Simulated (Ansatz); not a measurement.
## CdC2: from a trial structure to a relaxed crystal

The calculation used DFT PBE, scalar-relativistic, plane waves, PAW in Ansatz 0.2.0. Cutoff 420 eV, Γ-centred k mesh, Gaussian smearing, no spin polarisation in the final step.

The start puts CdC2 on the sites of a reported ThAs2 cell (P4/nmm, No. 129), with Cd in place of Th, C in place of As, at a guessed volume.

```
CELL_PARAMETERS angstrom
3.32461 0.00000 0.00000
0.00000 3.32461 0.00000
0.00000 0.00000 6.97712
ATOMIC_POSITIONS crystal
Cd 0.50000 0.00000 0.28000
Cd 0.00000 0.50000 0.72000
C 0.00000 0.00000 0.00000
C 0.50000 0.50000 0.00000
C 0.50000 0.00000 0.64000
C 0.00000 0.50000 0.36000
```

Steps on the 6×6×4 mesh (6 atoms). 11 of 29 steps are shown, and the free energy counts from the last. Trial steps that were taken back and renewals of the plane-wave basis can be among the rows.

| step | ΔF (meV/atom) | V (Å³/atom) | P (GPa) | largest force component (eV/Å) |
| --- | --- | --- | --- | --- |
| 1 | 786.0 | 12.85 | -6.73 | 0.373 |
| 4 | 594.7 | 11.56 | -0.80 | 0.807 |
| 6 | 369.6 | 10.74 | 0.99 | 0.483 |
| 9 | 185.4 | 10.38 | -1.23 | 0.591 |
| 14 | 178.0 | 10.31 | 0.05 | 0.006 |
| 16 | 66.5 | 10.56 | 4.20 | 0.041 |
| 19 | 25.7 | 11.29 | 1.83 | 0.030 |
| 21 | 22.3 | 11.52 | 0.64 | 0.016 |
| 24 | 9.0 | 11.55 | 1.31 | 0.009 |
| 26 | 1.8 | 12.00 | 0.27 | 0.108 |
| 29 | 0.0 | 12.06 | 0.09 | 0.005 |

Steps on the 14×14×4 mesh (6 atoms). 5 of 10 steps are shown, and the free energy counts from the last.

```
step  ΔF (meV/atom) V (Å³/atom) P (GPa) largest force component (eV/Å)
   1            8.4        12.06    -0.70                           0.164
   2            1.6        12.37    -1.22                           0.070
   3            0.8        12.28     0.24                           0.034
   8            0.0        12.30     0.06                           0.010
  10            0.0        12.33     0.02                           0.000
```

A final relaxation ran on a 14×14×4 mesh. The relaxed crystal, P4/nmm (No. 129):

```cif
data_structure
_symmetry_space_group_name_H-M 'P4/nmm:1'
_symmetry_Int_Tables_number 129
_cell_length_a 2.4999
_cell_length_b 2.4999
_cell_length_c 11.8376
_cell_angle_alpha 90.000
_cell_angle_beta 90.000
_cell_angle_gamma 90.000
_cell_volume 73.98
loop_
_atom_site_label
_atom_site_type_symbol
_atom_site_symmetry_multiplicity
_atom_site_Wyckoff_symbol
_atom_site_fract_x
_atom_site_fract_y
_atom_site_fract_z
_atom_site_occupancy
Cd1 Cd 2 c 0.50000 0.00000 0.25522 1
C1 C 2 a 0.00000 0.00000 0.00000 1
C2 C 2 c 0.50000 0.00000 0.49735 1
```

* Volume per atom: 12.3 Å³
* Density: 6.1 g/cm³
* Energy over the elements: 2.19 eV/atom
* Gap on the 14×14×4 mesh: 0 eV (a metal)

Formation energies are uncorrected and refer to the elements' standard structures at the same level.

The final run used a 14×14×4 mesh on its 6-atom cell and 0.10 eV smearing. The k mesh leaves about 4 meV/atom of noise in metals. Weakly bound directions are ill-defined at this level, which has no dispersion term.

A structure relaxed within its symmetry needn't be a true minimum.

Cost: 3 runs of about 4.7 core-minutes in all, on Arm Neoverse V1 (shared hosts).